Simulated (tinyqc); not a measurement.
Pariser-Parr-Pople SCF with singles CI, for the molecule [CH2-]C=CO (SMILES; centres numbered as the heavy atoms are written), step by step. One step of it, computed by the program tinyqc.

Problem. PPP integrals. Ohno: gamma = 14.399645/sqrt(R^2 + a^2), a = 2 x 14.399645/(gamma_rr + gamma_ss); H_rr = -W_r - sum_(s != r) z_s gamma_rs; H_rs = beta for bonds.

Centres (angstrom, eV; a flat drawing with bonds scaled to 1.40 angstrom):
```
centre          x          y  core charge z          W   gamma_rr
1C      -1.848000  -0.127000              1  10.700000  11.000000
2C      -0.559000   0.421000              1  10.700000  11.000000
3C       0.559000  -0.421000              1  10.700000  11.000000
4O       1.848000   0.127000              2  29.120000  22.380000
```

Resonance integrals (eV):
```
i  j       beta
1  2  -2.390000
2  3  -2.390000
3  4  -2.200000
```

Give: repulsion gamma_rs; core matrix H.

Solution.

repulsion gamma_rs (eV), lower triangle:
```
         1C       2C       3C       4O
1C  11.0000
2C   7.5110  11.0000
3C   5.2255   7.5140  11.0000
4O   3.7855   5.5947   8.7533  22.3800
```

core matrix H (eV), lower triangle:
```
          1C        2C        3C        4O
1C  -31.0075
2C   -2.3900  -36.9143
3C    0.0000   -2.3900  -40.9460
4O    0.0000    0.0000   -2.2000  -47.2535
```
